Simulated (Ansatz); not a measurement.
in.yaml

```yaml
crystal:
  periodic: [false, false, false]
  atoms:
    - {symbol: Al, position_ang: [0.000000, 0.000000, 1.108508]}
    - {symbol: Na, position_ang: [0.000000, 0.000000, -1.472215]}
    - {symbol: H, position_ang: [0.000000, 1.165011, 1.952807]}
    - {symbol: H, position_ang: [0.000000, -1.165011, 1.952807]}
basis:
  gaussian: {orbitals: cc-pVDZ}
correlation: {method: sc_nevpt2, electrons: outside_noble_gas, active_space: {window: {electrons: 2, orbitals: 2}}}
```

```sh
$ ansatz run in.yaml --threads 1 --pin off --events-out ev --progress --plain --max-ram 2393MiB
```

Output:

```
433 factors; integrals over basis functions are off by at most 8.9e-4 eV
mean field evaluation 1: about -11016.6954 eV, gradient 7.7e0 eV
mean field evaluation 2: about -11016.7045 eV, gradient 7.7e0 eV
mean field evaluation 4: about -11017.0879 eV, gradient 3.0e-1 eV
mean field evaluation 8: about -11017.0890 eV, gradient 9.2e-4 eV
mean field -11017.08901593 eV, -404.8705536842 hartree, gradient 4.6e-6 eV, S^2 0.000000; 0 other end points of the search recorded, 0 dependent functions left out; unrestricted orbitals would lower it
reference -11017.08901593 eV, -404.8705536842 hartree; 13, 13 occupied and 33, 33 virtual orbitals, 433 factors
state -11017.47195802 eV, -404.8846265464 hartree
state -11017.47195802 eV, -404.8846265464 hartree; corrected -11019.29207319 eV, -404.9515145453 hartree
state -11017.41752484 eV, -404.8826261639 hartree
state -11017.41752484 eV, -404.8826261639 hartree; corrected -11019.21929925 eV, -404.9488401522 hartree
state -11017.47195802 eV, -404.8846265464 hartree; corrected -11019.29207319 eV, -404.9515145453 hartree
2 active orbitals were swapped for others, from the solution at -11017.41752459 eV, -404.8826261548 hartree to that at -11017.47193274 eV, -404.8846256177 hartree; typed "places" are swapped only where nearly empty or full, and so, without "given_window_search", are "orbital_numbers", "shells" and a window whose orbitals a file names under [Active]
Total energy: -11019.29207319 eV, -404.9515145453 hartree
```

Natural occupations: 1.9151 0.0849.

For the same geometry and basis full CI lies 734.8 meV lower.

Ran on 1 thread of Arm Neoverse N1, shared host: 2.7 s wall, 0.08 GiB peak host memory.
